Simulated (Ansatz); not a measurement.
Consider the hydrogenolysis of a C–C bond: `FCC1=C(F)N1` + H₂ → `FC1=CN1` + fluoromethane.

Calculated with Ansatz (gas phase, PBE0-D4/def2-TZVP geometries, no zero-point term in ΔE). CBS: MP2 limit from def2 TZ/QZ plus the TZ coupled-cluster correction, frozen cores. This one scheme is used for every species. DFT in def2-TZVPP. Each species was taken in one conformer, which may not be the lowest.

```json
{"level": "ωB97X-V", "ΔE (kJ/mol)": "-36.8"}
{"level": "HF/CBS(def2)", "ΔE (kJ/mol)": "-60.5"}
```

(1) What does CCSD(T)/CBS give? (Estimate.)

Largest T1 diagnostic among the species: 0.013.

## Answers

(1) Ansatz gave: -39.9 kJ/mol. The listed levels differ from it by 3.1, -20.6 kJ/mol.

In def2-TZVPP, CCSD(T) changes the Hartree–Fock value by +21.2 kJ/mol (the triples alone add +5.7 kJ/mol) and MP2 by +26.9 kJ/mol. From PBE to PBE0 (25 % exact exchange), in def2-TZVPP and without D4, ΔE moves by −7.9 kJ/mol.
